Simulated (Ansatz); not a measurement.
# AlO (oxoaluminum) at 6 levels

Wanted: a comparison of 6 runs (U-r2SCAN/6-31G, UBLYP/6-31G, UHSE06/6-31G, UPBE/6-31G, UPBE0/6-31G, UCCSD/3-21G) of AlO (oxoaluminum). 

Program for the calculation: Ansatz 0.2.0.

48 further runs of the same task are left out: 2 that didn't finish, 46 set aside as unsound or not needed.

### Step 1. Starting point

The species is AlO (2 atoms), meant as a doublet with charge 0. As SMILES, `[O]=[Al]`. The Al2–O1 distance was set to 3.240 Å, away from the relaxed value.

### Step 2. The energy at U-r2SCAN/6-31G (run 1)

in.yaml

```yaml
crystal:
  periodic: [false, false, false]
  atoms:
    - {symbol: O, position_ang: [0.000000, -0.000000, -1.644830]}
    - {symbol: Al, position_ang: [-0.000000, 0.000000, 1.594970]}
basis:
  gaussian: {orbitals: 6-31G}
magnetization: {spin_polarized: true, initial_magnetization: 1}
hamiltonian: {xc: {name: r2SCAN}}
accuracy: high
```

Started as:

```bash
$ ansatz run in.yaml --threads 1 --pin off --max-ram 3480MiB --events-out events.jsonl --progress --plain --runs-dir runs
```

Output:

```text
Warning: RAYON_NUM_THREADS=1 ignored (pool sized by the plan → 1); use --threads N
Functional definition: r2SCAN
  name "r2SCAN"
  parameter k0 = 0.174
  parameter k1 = 0.065
  parameter a1 = 4.9479
  exchange = r2scan_x(k0 = k0, k1 = k1, a1 = a1)
  correlation = r2scan_c
384 factors; integrals over basis functions are off by at most 3.6e-9 eV
mean field evaluation 1: about -8605.6734 eV, gradient 6.1e1 eV
mean field evaluation 2: about -8211.6190 eV, gradient 6.2e1 eV
mean field evaluation 4: about -8564.4588 eV, gradient 1.1e2 eV
mean field evaluation 8: about -8635.0450 eV, gradient 3.2e0 eV
mean field evaluation 16: about -8635.6587 eV, gradient 2.4e-3 eV
mean field evaluation 32: about -8631.0099 eV, gradient 2.4e1 eV
mean field evaluation 64: about -8636.1866 eV, gradient 9.0e-7 eV
mean field evaluation 96: about -8634.4459 eV, gradient 9.5e0 eV
mean field evaluation 128: about -8636.1866 eV, gradient 7.2e-7 eV
mean field evaluation 160: about -8635.2887 eV, gradient 8.4e-1 eV
mean field evaluation 192: about -8636.1866 eV, gradient 1.4e-8 eV
mean field -8636.18657548 eV, -317.3740028313 hartree, gradient 1.4e-8 eV, S^2 1.106632; 11 other end points of the search recorded, 0 dependent functions left out
reference -8636.18658037 eV, -317.3740030109 hartree; 11, 10 occupied and 11, 12 virtual orbitals, 384 factors
Total energy: -8636.18658037 eV, -317.3740030109 hartree
```

It took 21 s on 1 thread of Intel Xeon Platinum 8488C (Sapphire Rapids), shared host; peak memory 0.2 GiB.

### Step 3. The energy at UBLYP/6-31G (run 2)

job.yaml

```yaml
crystal:
  periodic: [false, false, false]
  atoms:
    - {symbol: O, position_ang: [0.000000, -0.000000, -1.644830]}
    - {symbol: Al, position_ang: [-0.000000, 0.000000, 1.594970]}
basis:
  gaussian:
    orbitals: 6-31G
magnetization:
  spin_polarized: true
  initial_magnetization: 1
hamiltonian:
  xc: {name: BLYP}
accuracy: high
```

Started as:

```bash
$ ansatz run job.yaml --threads 1 --pin off --max-ram 3480MiB --events-out events.jsonl --progress --plain --runs-dir runs
```

Output (excerpt; [...] marks lines left out):

```text
Warning: RAYON_NUM_THREADS=1 ignored (pool sized by the plan → 1); use --threads N
Functional definition: BLYP
  name "BLYP"
[...]
384 factors; integrals over basis functions are off by at most 3.6e-9 eV
[...]
mean field -8638.36276433 eV, -317.4539762965 hartree, gradient 1.5e-8 eV, S^2 1.014990; 6 other end points of the search recorded, 0 dependent functions left out
reference -8638.36280072 eV, -317.4539776337 hartree; 11, 10 occupied and 11, 12 virtual orbitals, 384 factors
Total energy: -8638.36280072 eV, -317.4539776337 hartree
```

Run time: 6.9 s. Hardware: 1 thread of Intel Xeon Platinum 8488C (Sapphire Rapids), shared host; peak memory 0.12 GiB.

Runs 3 to 5 aren't shown in full; the table further down has their settings and results.

### Step 4. A single-point energy at UCCSD/3-21G (run 6)

run.yaml

```yaml
crystal:
  periodic: [false, false, false]
  atoms:
    - {symbol: O, position_ang: [0.000000, -0.000000, -1.644830]}
    - {symbol: Al, position_ang: [-0.000000, 0.000000, 1.594970]}
basis:
  gaussian:
    orbitals: 3-21G.json
correlation:
  method: ccsd
  frozen_orbitals: {Al: 5, O: 1}
magnetization:
  spin_polarized: true
  initial_magnetization: 1
accuracy: high
scf:
  omitted_lower_state_checks: [cluster_reference, increment]
```

The basis set 3-21G is read from a file made from the Basis Set Exchange's data (not shown).

Started as:

```bash
$ ansatz run run.yaml --threads 1 --pin off --max-ram 3480MiB --events-out events.jsonl --progress --plain --runs-dir runs
```

Output:

```text
Warning: RAYON_NUM_THREADS=1 ignored (pool sized by the plan → 1); use --threads N
[... 24 lines left out ...]
6 core orbitals not correlated: weight in the atoms' cores, before any rotation towards them, 1.000 or more for the frozen orbitals, at most 0.000 for the correlated occupied ones
[... 67 lines left out ...]
Total energy: -8572.65724317 eV, -315.0393429308 hartree
Checks for a lower state left out: cluster_reference, increment
```

Wall time 1.3 s (1 thread of Intel Xeon Platinum 8488C (Sapphire Rapids), shared host).

### Step 5. All runs side by side

| run | level | frozen core orbitals | energy (Eh) | ⟨S²⟩ | wall time |
| --- | --- | --- | --- | --- | --- |
| 1 | U-r2SCAN/6-31G | – | -317.374003 | 1.107 | 21 s |
| 2 | UBLYP/6-31G | – | -317.453978 | 1.015 | 6.9 s |
| 3 | UHSE06/6-31G | – | -317.236203 | 1.205 | 11 s |
| 4 | UPBE/6-31G | – | -317.233007 | 1.042 | 7.2 s |
| 5 | UPBE0/6-31G | – | -317.244716 | 1.213 | 6.6 s |
| 6 | UCCSD/3-21G | 6 | -315.039343 | 1.746 | 1.3 s |

### Step 6. Summary of results

| quantity | value |
| --- | --- |
| run 6: total energy | -315.03934 Eh |
| run 6: correlation energy (6 core orbitals frozen) | -89.8 mEh |
| run 6: ⟨S²⟩ of the reference determinant | 1.746 |
| run 6: T1 diagnostic | 0.055 |

What this shows: Totals of different functionals can't be ranked against each other. Spin contamination of the reference: run 6 ⟨S²⟩ = 1.75, run 5 ⟨S²⟩ = 1.21, run 3 ⟨S²⟩ = 1.21, run 1 ⟨S²⟩ = 1.11, run 4 ⟨S²⟩ = 1.04, run 2 ⟨S²⟩ = 1.01. Where it is this large, the reference is a mixture of spin states, and values that rest on it are in doubt. All runs together took 53 s, the longest 21 s.
